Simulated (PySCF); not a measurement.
Reproducing measurements on CFCl3

**Measured values to compare with.**

From NIST CCCBDB Release 22 (SRD 101), experimental dipoles, for the gas: dipole moment (microwave Stark effect, vibrational ground state) 0.46 ± 0.02 D.

How close the calculation comes is told at the end.

Compound: CFCl3.
Numbering: `[F:1][C:2]([Cl:3])([Cl:4])[Cl:5]`

Cartesian coordinates in Å at the GFN2-xTB level; atoms count from 1:
```xyz
5
CCl3F angstrom
F      0.0603   -0.1410    1.3961
C      0.0046   -0.0063    0.0667
Cl    -0.4579    1.6606   -0.3126
Cl     1.6028   -0.3706   -0.6039
Cl    -1.2011   -1.1397   -0.5634
```

The PySCF runs (gas phase, on this GFN2-xTB geometry; no spin–orbit coupling):

```csv
level,job,basis functions
B3LYP/3-21G,shieldings,57
B97-D/3-21G,shieldings,57
BLYP/3-21G,shieldings,57
BP86/3-21G,shieldings,57
HF/3-21G,shieldings,57
KT2/3-21G,shieldings,57
KT3/3-21G,shieldings,57
LDA/3-21G,shieldings,57
OPBE/3-21G,shieldings,57
PBE/3-21G,shieldings,57
```

## Comparison

**Dipole moment.** Measured: 0.46 D (NIST CCCBDB Release 22 (SRD 101), experimental dipoles).

```
      level  computed (D)  computed − measured (D)  % (from the printed values)
B3LYP/3-21G          0.17                    -0.29                          -63
B97-D/3-21G          0.09                    -0.37                          -80
 BLYP/3-21G          0.00                    -0.46                         -100
 BP86/3-21G          0.02                    -0.44                          -96
   HF/3-21G          0.58                    +0.12                          +26
  KT2/3-21G          0.08                    -0.38                          -83
  KT3/3-21G          0.13                    -0.33                          -72
  LDA/3-21G          0.02                    -0.44                          -96
 OPBE/3-21G          0.13                    -0.33                          -72
  PBE/3-21G          0.02                    -0.44                          -96
```

Closest is HF/3-21G (+0.12 D), furthest BLYP/3-21G (-0.46 D); one molecule doesn't rank methods. The computed dipoles belong to one fixed geometry; measured ones are averaged over vibrations unless marked μe. Magnitudes are compared, not signs.

No measured geometry was used, and the causes of the misses weren't examined.
